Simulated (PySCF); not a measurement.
**HS, SMILES `[SH]` (charge 0, multiplicity 2)**

Level of theory: PBE0-D4/def2-TZVP (PySCF).

```
Item                                                   Value
-----------------------------  -----------------------------
highest occupied spin orbital                       -7.41 eV
dipole moment                                      0.187 e·Å
total energy                                    -398.6124 Ha
cost                           around 5 core-seconds (rough)
```

```xyz
2

S      0.6728     0.0000     0.0000
H     -0.6728     0.0000     0.0000
```
Charge 0, spin multiplicity 2.
